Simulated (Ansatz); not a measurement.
# CH2Si (triplet): B2PLYP, RPA-PBE over vertical spin and charge gaps, cc-pVDZ

How well do these functionals follow the top wave-function level for CH2Si (triplet) over vertical spin and charge gaps?

Method: cc-pVDZ, all electrons in the functionals, frozen cores in the correlation of double hybrids and RPA; program: Ansatz 0.2.0, Gaussian basis.

To be run: B2PLYP, RPA-PBE, at charge 0, triplet; charge 0, singlet; charge 0, quintet; charge 1, doublet; charge 1, quartet.

5 further runs of the same task are left out: 1 that didn't finish, 4 set aside as unsound or not needed.

## 1. The system

The geometry is a PBE0/def2-TZVP stationary point (not a proven minimum).

4 atoms, charge 0, spin multiplicity 3.

Atoms are counted from 1 here; the program's logs count them from 0.

Bond lengths: Si1–C2 1.865 Å, C2–H3 1.091 Å, C2–H4 1.091 Å. Angles: Si1–C2–H3 123.8°, Si1–C2–H4 123.8°, H3–C2–H4 112.4°.

No dispersion term is added.

The geometry shown and the zero of energy belong to the point charge 0, triplet. The yardstick, RCCSDTQ, and other wave-function levels (R restricted, U unrestricted, valence and pair active spaces) come from earlier runs.

## 2. B2PLYP, charge 0, triplet

Contents of in.yaml:

```yaml
crystal:
  periodic: [false, false, false]
  atoms:
    - {symbol: Si, position_ang: [0.000000, 0.000000, 0.650177]}
    - {symbol: C, position_ang: [0.000000, 0.000000, -1.214577]}
    - {symbol: H, position_ang: [0.000000, -0.906814, -1.821841]}
    - {symbol: H, position_ang: [0.000000, 0.906814, -1.821841]}
basis:
  gaussian: {orbitals: cc-pVDZ}
magnetization: {spin_polarized: true, initial_magnetization: 2}
hamiltonian: {xc: {name: B2PLYP}}
correlation: {electrons: outside_noble_gas}
```

Started as:

```
ansatz run in.yaml --threads 1 --pin off --events-out ev --progress --plain --max-ram 4096MiB --backend cpu
```

Log:

```text
Functional definition: B2PLYP
  name "B2PLYP"
  cite "Grimme, J. Chem. Phys. 124, 034108 (2006) doi:10.1063/1.2148954"
  cite "Becke, Phys. Rev. A 38, 3098 (1988) doi:10.1103/PhysRevA.38.3098"
  cite "Lee, Yang & Parr, Phys. Rev. B 37, 785 (1988) doi:10.1103/PhysRevB.37.785"
  parameter a = 0.53
  parameter c = 0.27
  exchange = (1 - a)*b88_x + a*exact_x
  correlation = (1 - c)*lyp_c + c*(mp2_os + mp2_ss)
404 factors; integrals over basis functions are off by at most 1.2e-3 eV
mean field evaluation 1: about -8935.4825 eV, gradient 1.5e1 eV
mean field evaluation 2: about -8935.5099 eV, gradient 1.5e1 eV
mean field evaluation 4: about -8936.8450 eV, gradient 1.1e0 eV
mean field evaluation 8: about -8936.8582 eV, gradient 2.6e-2 eV
mean field evaluation 16: about -8936.8583 eV, gradient 1.7e-5 eV
mean field evaluation 32: about -8936.8386 eV, gradient 6.1e-1 eV
mean field -8936.85825989 eV, -328.4234834310 hartree, gradient 8.1e-7 eV, S^2 2.012746; 4 other end points of the search recorded, 0 dependent functions left out
6 core orbitals not correlated: weight in the atoms' cores, before any rotation towards them, 1.000 or more for the frozen orbitals, at most 0.000 for the correlated occupied ones
reference -8936.85837542 eV, -328.4234876765 hartree; 6, 4 occupied and 30, 32 virtual orbitals, 404 factors
second order -6.02441951 eV of doubles, -0.00000000 eV of singles
Total energy: -8938.48496869 eV, -328.4832638765 hartree
```

Wall time 1.4 s (1 thread of AMD EPYC 7R13, shared host).

From the report: ⟨S²⟩ of the determinant 2.013 (pure triplet: 2.00).

## 3. B2PLYP, charge 0, singlet

in.yaml: that of step 2 with these lines changed.

```diff
@@ -9,3 +9,3 @@
   gaussian: {orbitals: cc-pVDZ}
-magnetization: {spin_polarized: true, initial_magnetization: 2}
+magnetization: {spin_polarized: true, initial_magnetization: 0}
 hamiltonian: {xc: {name: B2PLYP}}
```

Launched as before.

Log (excerpt; [...] marks lines left out):

```text
Functional definition: B2PLYP
  name "B2PLYP"
  cite "Grimme, J. Chem. Phys. 124, 034108 (2006) doi:10.1063/1.2148954"
  cite "Becke, Phys. Rev. A 38, 3098 (1988) doi:10.1103/PhysRevA.38.3098"
  cite "Lee, Yang & Parr, Phys. Rev. B 37, 785 (1988) doi:10.1103/PhysRevB.37.785"
[...]
404 factors; integrals over basis functions are off by at most 1.2e-3 eV
[...]
mean field -8937.68301114 eV, -328.4537924804 hartree, gradient 3.7e-6 eV, S^2 0.153524; 9 other end points of the search recorded, 0 dependent functions left out
6 core orbitals not correlated: weight in the atoms' cores, before any rotation towards them, 1.000 or more for the frozen orbitals, at most 0.000 for the correlated occupied ones
reference -8937.68312814 eV, -328.4537967800 hartree; 5, 5 occupied and 31, 31 virtual orbitals, 404 factors
second order -7.37111108 eV of doubles, -0.00000000 eV of singles
Total energy: -8939.67332814 eV, -328.5269352807 hartree
```

Run time: 3.6 s. Hardware: 1 thread of AMD EPYC 7R13, shared host.

From the report: ⟨S²⟩ of the determinant 0.154 (pure singlet: 0.00).

From charge 0, triplet: -27.4 kcal/mol.

## 4. B2PLYP, charge 0, quintet

in.yaml: that of step 3 with these lines changed.

```diff
@@ -9,3 +9,3 @@
   gaussian: {orbitals: cc-pVDZ}
-magnetization: {spin_polarized: true, initial_magnetization: 0}
+magnetization: {spin_polarized: true, initial_magnetization: 4}
 hamiltonian: {xc: {name: B2PLYP}}
```

Launched as before.

Log (excerpt; [...] marks lines left out):

```text
Functional definition: B2PLYP
  name "B2PLYP"
  cite "Grimme, J. Chem. Phys. 124, 034108 (2006) doi:10.1063/1.2148954"
  cite "Becke, Phys. Rev. A 38, 3098 (1988) doi:10.1103/PhysRevA.38.3098"
  cite "Lee, Yang & Parr, Phys. Rev. B 37, 785 (1988) doi:10.1103/PhysRevB.37.785"
[...]
404 factors; integrals over basis functions are off by at most 1.2e-3 eV
[...]
mean field -8934.27036072 eV, -328.3283798904 hartree, gradient 5.7e-6 eV, S^2 6.006867; 0 other end points of the search recorded, 0 dependent functions left out
6 core orbitals not correlated: weight in the atoms' cores, before any rotation towards them, 1.000 or more for the frozen orbitals, at most 0.000 for the correlated occupied ones
reference -8934.27047176 eV, -328.3283839713 hartree; 7, 3 occupied and 29, 33 virtual orbitals, 404 factors
second order -5.26410661 eV of doubles, -0.00000000 eV of singles
Total energy: -8935.69178055 eV, -328.3806161058 hartree
```

Run time: 1 s. Hardware: 1 thread of AMD EPYC 7R13, shared host.

From the report: ⟨S²⟩ of the determinant 6.007 (pure quintet: 6.00).

From charge 0, triplet: +64.4 kcal/mol.

## 5. B2PLYP, charge 1, doublet

in.yaml: that of step 4 with these lines changed.

```diff
@@ -9,3 +9,4 @@
   gaussian: {orbitals: cc-pVDZ}
-magnetization: {spin_polarized: true, initial_magnetization: 4}
+total_charge: 1
+magnetization: {spin_polarized: true, initial_magnetization: 1}
 hamiltonian: {xc: {name: B2PLYP}}
```

Same command.

Log (excerpt; [...] marks lines left out):

```text
Functional definition: B2PLYP
  name "B2PLYP"
  cite "Grimme, J. Chem. Phys. 124, 034108 (2006) doi:10.1063/1.2148954"
  cite "Becke, Phys. Rev. A 38, 3098 (1988) doi:10.1103/PhysRevA.38.3098"
  cite "Lee, Yang & Parr, Phys. Rev. B 37, 785 (1988) doi:10.1103/PhysRevB.37.785"
[...]
404 factors; integrals over basis functions are off by at most 1.2e-3 eV
[...]
mean field -8929.91306803 eV, -328.1682523377 hartree, gradient 1.6e-6 eV, S^2 0.754119; 7 other end points of the search recorded, 0 dependent functions left out
6 core orbitals not correlated: weight in the atoms' cores, before any rotation towards them, 1.000 or more for the frozen orbitals, at most 0.000 for the correlated occupied ones
reference -8929.91318000 eV, -328.1682564524 hartree; 5, 4 occupied and 31, 32 virtual orbitals, 404 factors
second order -5.83970744 eV of doubles, -0.00000000 eV of singles
Total energy: -8931.48990101 eV, -328.2261998807 hartree
```

Run time: 3.7 s. Hardware: 1 thread of AMD EPYC 7R13, shared host.

From the report: ⟨S²⟩ of the determinant 0.754 (pure doublet: 0.75).

From charge 0, triplet: +161.3 kcal/mol.

## 6. B2PLYP, charge 1, quartet

in.yaml: that of step 5 with these lines changed.

```diff
@@ -10,3 +10,3 @@
 total_charge: 1
-magnetization: {spin_polarized: true, initial_magnetization: 1}
+magnetization: {spin_polarized: true, initial_magnetization: 3}
 hamiltonian: {xc: {name: B2PLYP}}
```

The command is unchanged.

Log (excerpt; [...] marks lines left out):

```text
Functional definition: B2PLYP
  name "B2PLYP"
  cite "Grimme, J. Chem. Phys. 124, 034108 (2006) doi:10.1063/1.2148954"
  cite "Becke, Phys. Rev. A 38, 3098 (1988) doi:10.1103/PhysRevA.38.3098"
  cite "Lee, Yang & Parr, Phys. Rev. B 37, 785 (1988) doi:10.1103/PhysRevB.37.785"
[...]
404 factors; integrals over basis functions are off by at most 1.2e-3 eV
[...]
mean field -8927.53864079 eV, -328.0809937460 hartree, gradient 4.3e-6 eV, S^2 3.757293; 3 other end points of the search recorded, 0 dependent functions left out
6 core orbitals not correlated: weight in the atoms' cores, before any rotation towards them, 1.000 or more for the frozen orbitals, at most 0.000 for the correlated occupied ones
reference -8927.53875498 eV, -328.0809979424 hartree; 6, 3 occupied and 30, 33 virtual orbitals, 404 factors
second order -5.26650730 eV of doubles, -0.00000000 eV of singles
Total energy: -8928.96071195 eV, -328.1332538972 hartree
```

Wall time 1.3 s (1 thread of AMD EPYC 7R13, shared host).

From the report: ⟨S²⟩ of the determinant 3.757 (pure quartet: 3.75).

From charge 0, triplet: +219.6 kcal/mol.

## 7. RPA-PBE, charge 0, triplet

in.yaml: that of step 6 with these lines changed.

```diff
@@ -9,5 +9,4 @@
   gaussian: {orbitals: cc-pVDZ}
-total_charge: 1
-magnetization: {spin_polarized: true, initial_magnetization: 3}
-hamiltonian: {xc: {name: B2PLYP}}
-correlation: {electrons: outside_noble_gas}
+magnetization: {spin_polarized: true, initial_magnetization: 2}
+hamiltonian: {xc: {name: PBE}}
+correlation: {method: rpa, electrons: outside_noble_gas}
```

Same command.

Log (excerpt; [...] marks lines left out):

```text
Functional definition: PBE
  name "PBE"
  cite "Perdew, Burke & Ernzerhof, Phys. Rev. Lett. 77, 3865 (1996) doi:10.1103/PhysRevLett.77.3865"
  parent pbe
[...]
404 factors; integrals over basis functions are off by at most 1.2e-3 eV
[...]
mean field -8937.54471082 eV, -328.4487100372 hartree, gradient 1.6e-6 eV, S^2 2.007159; 15 other end points of the search recorded, 0 dependent functions left out
6 core orbitals not correlated: weight in the atoms' cores, before any rotation towards them, 1.000 or more for the frozen orbitals, at most 0.000 for the correlated occupied ones
reference -8921.06508511 eV, -327.8430949627 hartree; 6, 4 occupied and 30, 32 virtual orbitals, 404 factors
Total energy: -8930.43678276 eV, -328.1874984989 hartree
```

Wall time 4.7 s (1 thread of AMD EPYC 7R13, shared host).

From the report: ⟨S²⟩ of the determinant 2.007 (pure triplet: 2.00).

## 8. RPA-PBE, charge 0, singlet

in.yaml: that of step 7 with these lines changed.

```diff
@@ -9,3 +9,3 @@
   gaussian: {orbitals: cc-pVDZ}
-magnetization: {spin_polarized: true, initial_magnetization: 2}
+magnetization: {spin_polarized: true, initial_magnetization: 0}
 hamiltonian: {xc: {name: PBE}}
```

The command is unchanged.

Log (excerpt; [...] marks lines left out):

```text
Functional definition: PBE
  name "PBE"
  cite "Perdew, Burke & Ernzerhof, Phys. Rev. Lett. 77, 3865 (1996) doi:10.1103/PhysRevLett.77.3865"
  parent pbe
[...]
404 factors; integrals over basis functions are off by at most 1.2e-3 eV
[...]
mean field -8938.85283486 eV, -328.4967827090 hartree, gradient 3.8e-6 eV, S^2 0.000000; 9 other end points of the search recorded, 0 dependent functions left out
6 core orbitals not correlated: weight in the atoms' cores, before any rotation towards them, 1.000 or more for the frozen orbitals, at most 0.000 for the correlated occupied ones
reference -8921.15608052 eV, -327.8464389823 hartree; 5, 5 occupied and 31, 31 virtual orbitals, 404 factors
Total energy: -8931.77360550 eV, -328.2366258285 hartree
```

It took 2.7 s on 1 thread of AMD EPYC 7R13, shared host.

From the report: ⟨S²⟩ of the determinant 0.000 (pure singlet: 0.00).

From charge 0, triplet: -30.8 kcal/mol.

## 9. RPA-PBE, charge 0, quintet

in.yaml: that of step 8 with these lines changed.

```diff
@@ -9,3 +9,3 @@
   gaussian: {orbitals: cc-pVDZ}
-magnetization: {spin_polarized: true, initial_magnetization: 0}
+magnetization: {spin_polarized: true, initial_magnetization: 4}
 hamiltonian: {xc: {name: PBE}}
```

The command is unchanged.

Log (excerpt; [...] marks lines left out):

```text
Functional definition: PBE
  name "PBE"
  cite "Perdew, Burke & Ernzerhof, Phys. Rev. Lett. 77, 3865 (1996) doi:10.1103/PhysRevLett.77.3865"
  parent pbe
[...]
404 factors; integrals over basis functions are off by at most 1.2e-3 eV
[...]
mean field -8934.84936913 eV, -328.3496580570 hartree, gradient 4.4e-6 eV, S^2 6.003341; 0 other end points of the search recorded, 0 dependent functions left out
6 core orbitals not correlated: weight in the atoms' cores, before any rotation towards them, 1.000 or more for the frozen orbitals, at most 0.000 for the correlated occupied ones
reference -8919.30602213 eV, -327.7784505906 hartree; 7, 3 occupied and 29, 33 virtual orbitals, 404 factors
Total energy: -8927.62679650 eV, -328.0842334086 hartree
```

It took 0.88 s on 1 thread of AMD EPYC 7R13, shared host.

From the report: ⟨S²⟩ of the determinant 6.003 (pure quintet: 6.00).

From charge 0, triplet: +64.8 kcal/mol.

## 10. RPA-PBE, charge 1, doublet

in.yaml: that of step 9 with these lines changed.

```diff
@@ -9,3 +9,4 @@
   gaussian: {orbitals: cc-pVDZ}
-magnetization: {spin_polarized: true, initial_magnetization: 4}
+total_charge: 1
+magnetization: {spin_polarized: true, initial_magnetization: 1}
 hamiltonian: {xc: {name: PBE}}
```

The command is unchanged.

Log (excerpt; [...] marks lines left out):

```text
Functional definition: PBE
  name "PBE"
  cite "Perdew, Burke & Ernzerhof, Phys. Rev. Lett. 77, 3865 (1996) doi:10.1103/PhysRevLett.77.3865"
  parent pbe
[...]
404 factors; integrals over basis functions are off by at most 1.2e-3 eV
[...]
mean field -8930.40423202 eV, -328.1863022813 hartree, gradient 1.4e-6 eV, S^2 0.753171; 5 other end points of the search recorded, 0 dependent functions left out
6 core orbitals not correlated: weight in the atoms' cores, before any rotation towards them, 1.000 or more for the frozen orbitals, at most 0.000 for the correlated occupied ones
reference -8914.31379977 eV, -327.5949898026 hartree; 5, 4 occupied and 31, 32 virtual orbitals, 404 factors
Total energy: -8923.40510790 eV, -327.9290892142 hartree
```

Wall time 2.6 s (1 thread of AMD EPYC 7R13, shared host).

From the report: ⟨S²⟩ of the determinant 0.753 (pure doublet: 0.75).

From charge 0, triplet: +162.2 kcal/mol.

## 11. RPA-PBE, charge 1, quartet

in.yaml: that of step 10 with these lines changed.

```diff
@@ -10,3 +10,3 @@
 total_charge: 1
-magnetization: {spin_polarized: true, initial_magnetization: 1}
+magnetization: {spin_polarized: true, initial_magnetization: 3}
 hamiltonian: {xc: {name: PBE}}
```

Launched as before.

Log (excerpt; [...] marks lines left out):

```text
Functional definition: PBE
  name "PBE"
  cite "Perdew, Burke & Ernzerhof, Phys. Rev. Lett. 77, 3865 (1996) doi:10.1103/PhysRevLett.77.3865"
  parent pbe
[...]
404 factors; integrals over basis functions are off by at most 1.2e-3 eV
[...]
mean field -8928.01485696 eV, -328.0984943676 hartree, gradient 5.1e-6 eV, S^2 3.752365; 4 other end points of the search recorded, 0 dependent functions left out
6 core orbitals not correlated: weight in the atoms' cores, before any rotation towards them, 1.000 or more for the frozen orbitals, at most 0.000 for the correlated occupied ones
reference -8912.43385684 eV, -327.5259031742 hartree; 6, 3 occupied and 30, 33 virtual orbitals, 404 factors
Total energy: -8920.84149215 eV, -327.8348780730 hartree
```

It took 1.8 s on 1 thread of AMD EPYC 7R13, shared host.

From the report: ⟨S²⟩ of the determinant 3.752 (pure quartet: 3.75).

From charge 0, triplet: +221.3 kcal/mol.

## 12. Against the wave-function levels

The yardstick is RCCSDTQ, where the cluster series has nearly closed. It comes from earlier runs at the same points. Energies in kcal/mol, counted from charge 0, triplet; blanks weren't run or aren't comparable.

```csv
level,triplet to singlet,triplet to quintet,ionisation to the doublet cation,ionisation to the quartet cation
RCCSDTQ,-31.8,,159.7,216.2
B2PLYP,-27.4,64.4,161.3,219.6
RPA-PBE,-30.8,64.8,162.2,221.3
```

Largest miss and mean time a point (RCCSDTQ took 55 s a point; shared hosts):

| level | largest miss (kcal/mol) | where | time a point |
| --- | --- | --- | --- |
| B2PLYP | +4.4 | triplet to singlet | 2.2 s |
| RPA-PBE | +5.1 | ionisation to the quartet cation | 2.5 s |

## 13. What came out

| quantity | value |
| --- | --- |
| triplet to singlet, RCCSDTQ | -31.8 kcal/mol |
| ionisation to the doublet cation, RCCSDTQ | 159.7 kcal/mol |
| ionisation to the quartet cation, RCCSDTQ | 216.2 kcal/mol |
| largest miss, B2PLYP | +4.4 kcal/mol (triplet to singlet) |
| largest miss, RPA-PBE | +5.1 kcal/mol (ionisation to the quartet cation) |

What this shows: Misses are known at 3 of 4 points at best, and only functionals with that many are ranked. Of the functionals, B2PLYP keep the smallest largest miss at the points compared (at most 4.4 kcal/mol) and RPA-PBE strays most (5.1 kcal/mol, at ionisation to the quartet cation). Functionals and the yardstick converge differently with the basis, so part of each miss in cc-pVDZ is the basis.
